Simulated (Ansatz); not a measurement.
## BH4, doublet: reading a ladder of total energies

All five atoms lie in one plane.

Geometry: that of the BH4⁺, singlet, kept fixed.

```xyz
5

B     0.0000    0.0000    0.0000
H    -0.0156    0.8614    0.8498
H    -0.0213   -0.8500    0.8612
H     0.0213    0.8500   -0.8612
H     0.0156   -0.8614   -0.8498
```

Basis aug-cc-pVDZ; Ansatz 0.2.0. Only valence electrons are correlated (noble-gas cores frozen), which leaves 7 electrons in 58 orbitals. Prefix R: restricted or restricted open-shell reference; prefix U: unrestricted.

Full CI isn't at hand for all of this; UCCSDT(Q) serves as the reference, and is uncertain by about the last step of the cluster series.

The cluster runs stand on a determinant 0.41 eV above the lowest UHF solution, chosen by trial CCSD; the correlation energy below is counted from it.

Runs differ by some tens of microhartree through their thresholds and, for an open shell, their frozen cores, so steps under 0.03 kcal/mol mean nothing.

```json
{"level": "UHF determinant under the cluster runs", "total energy (hartree)": "-26.791876"}
{"level": "UMP2", "total energy (hartree)": "-26.929275"}
{"level": "UCCSD", "total energy (hartree)": "-26.954886"}
{"level": "UCCSD(T)", "total energy (hartree)": "-26.960161"}
{"level": "UCCSDT", "total energy (hartree)": "-26.961030"}
{"level": "UCCSDT(Q)", "total energy (hartree)": "-26.961364"}
```

**Question.** What is the correlation energy at UCCSDT(Q), and what share of it do UMP2 and UCCSD(T) recover?

**Answer.** E(corr) = -26.961364 − (-26.791876) = -0.169488 hartree = -4.612 eV. UMP2: -0.137399 / -0.169488 = 81.07 %. UCCSD(T): -0.168285 / -0.169488 = 99.29 %.

**Question.** By how many kcal/mol does UCCSD(T) miss UCCSDT(Q) (1 hartree = 627.509 kcal/mol), and which steps make up the rest?

**Answer.** -26.960161 − (-26.961364) = 0.001203 hartree = 0.75 kcal/mol. Steps: UCCSDT − UCCSD(T) = -0.55, UCCSDT(Q) − UCCSDT = -0.21 kcal/mol. That is within 1 kcal/mol of the reference in this basis, which itself misses far more of the correlation at the basis-set limit.
